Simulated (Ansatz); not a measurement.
**C₈H₈: a ladder of functionals and wavefunction methods**

One table from this session's results is given with a row withheld; the runs are named, their logs left out.

Computed with Ansatz 0.2.0, Gaussian basis. Level: functionals in def2-TZVPP, the program's frozen cores in correlated methods.

Levels to be run: LDA (SPW92), PBE-D4, revPBE-D4, BLYP-D4, r2SCAN-D4, B97M-V, PBE0-D4, B3LYP-D4, r2SCANh-D4, r2SCAN0-D4, HSE06-D4, BHLYP-D4, CAM-B3LYP-D4, LC-ωPBE, ωB97X-V, ωB97M-V, B2PLYP, PBE-QIDH; CCSD(T)/def2-SVP; CCSD(T)/def2-TZVPP; MP2/def2-QZVPP; extrapolation to the limit; RPA on PBE.

## Structure used throughout

The geometry comes from an earlier relaxation with PBE0-D4 in a triple-zeta def2 set; it is a stationary point, not always the lowest conformer.

16 atoms, charge 0, spin multiplicity 1.

Atoms are counted from 1 here; the program's logs count them from 0.

Bond lengths: C1–C2 1.393 Å, C1–C6 1.395 Å, C1–H9 1.084 Å, C2–C3 1.395 Å, C2–H10 1.084 Å, C3–C4 1.379 Å, C3–H11 1.084 Å, C4–C5 1.388 Å, C4–C8 1.512 Å, C5–C6 1.379 Å, C5–C7 1.512 Å, C6–H12 1.084 Å, C7–C8 1.568 Å, C7–H13 1.092 Å, C7–H14 1.092 Å, C8–H15 1.092 Å, C8–H16 1.092 Å. Angles: C2–C1–C6 121.8°, C2–C1–H9 118.8°, C6–C1–H9 119.4°, C1–C2–C3 121.8°, C1–C2–H10 118.8°, C3–C2–H10 119.4°, C2–C3–C4 115.9°, C2–C3–H11 120.9°, C4–C3–H11 123.2°, C3–C4–C5 122.3°, C3–C4–C8 144.2°, C5–C4–C8 93.4°, C4–C5–C6 122.3°, C4–C5–C7 93.4°, C6–C5–C7 144.2°, C1–C6–C5 115.9°, C1–C6–H12 120.9°, C5–C6–H12 123.2° and more.

Set-up of the first run:

Contents of in.yaml:

```yaml
crystal:
  periodic: [false, false, false]
  atoms:
    - {symbol: C, position_ang: [0.364811, 1.967521, 0.769387]}
    - {symbol: C, position_ang: [-0.132958, 2.072199, -0.527696]}
    - {symbol: C, position_ang: [-0.464613, 0.945710, -1.280662]}
    - {symbol: C, position_ang: [-0.267905, -0.270947, -0.661918]}
    - {symbol: C, position_ang: [0.227902, -0.375218, 0.629875]}
    - {symbol: C, position_ang: [0.559221, 0.730595, 1.384332]}
    - {symbol: C, position_ang: [0.171824, -1.885845, 0.626404]}
    - {symbol: C, position_ang: [-0.386747, -1.768042, -0.834144]}
    - {symbol: H, position_ang: [0.606528, 2.875268, 1.311218]}
    - {symbol: H, position_ang: [-0.264499, 3.058469, -0.958953]}
    - {symbol: H, position_ang: [-0.851140, 1.043970, -2.289135]}
    - {symbol: H, position_ang: [0.947873, 0.666023, 2.394707]}
    - {symbol: H, position_ang: [-0.520366, -2.332885, 1.343619]}
    - {symbol: H, position_ang: [1.135216, -2.394490, 0.706652]}
    - {symbol: H, position_ang: [0.253959, -2.205855, -1.603031]}
    - {symbol: H, position_ang: [-1.401906, -2.149174, -0.966355]}
basis:
  gaussian: {orbitals: def2-TZVPP}
hamiltonian: {xc: lda}
output: {orbitals: {seedname: orbitals}}
```

Started as:

```bash
ansatz run in.yaml --threads 2 --pin off --events-out ev --progress --plain --max-ram 20480MiB --backend cuda --devices 0, --max-vram 18GiB
```

Among the steps run: LDA; PBE-D4 (GGA); revPBE-D4 (GGA); BLYP-D4 (GGA); r2SCAN-D4 (meta-GGA); B97M-V (meta-GGA); PBE0-D4 (hybrid); B3LYP-D4 (hybrid); r2SCANh-D4 (hybrid); r2SCAN0-D4 (hybrid); HSE06-D4 (hybrid); BHLYP-D4 (hybrid); CAM-B3LYP-D4 (range-separated); LC-ωPBE (range-separated); ωB97X-V (range-separated); ωB97M-V (range-separated); B2PLYP (double hybrid); PBE-QIDH (double hybrid).

One table of the session follows, with a row left open; its other results are not shown here.

It belongs to the step «Frontier levels by functional». 

| functional | HOMO (eV) | gap (eV) |
| --- | --- | --- |
| LDA (SPW92) | -6.05 | 4.68 |
| PBE-D4 | -5.87 | 4.72 |
| revPBE-D4 | ? | ? |
| BLYP-D4 | -5.68 | 4.69 |
| r2SCAN-D4 | -6.02 | 5.06 |
| B97M-V | -5.99 | 5.08 |
| PBE0-D4 | -6.83 | 6.57 |
| B3LYP-D4 | -6.61 | 6.17 |
| r2SCANh-D4 | -6.39 | 5.75 |
| r2SCAN0-D4 | -6.94 | 6.78 |
| HSE06-D4 | -6.44 | 5.80 |
| BHLYP-D4 | -7.60 | 8.35 |
| CAM-B3LYP-D4 | -8.02 | 8.83 |
| LC-ωPBE | -9.30 | 11.12 |
| ωB97X-V | -8.96 | 10.76 |
| ωB97M-V | -8.89 | 10.59 |

Estimate the missing values for revPBE-D4.

The run gave: HOMO (eV): -5.80; gap (eV): 4.73. In the column «HOMO (eV)» it lies between PBE-D4 (-5.87) and BLYP-D4 (-5.68).
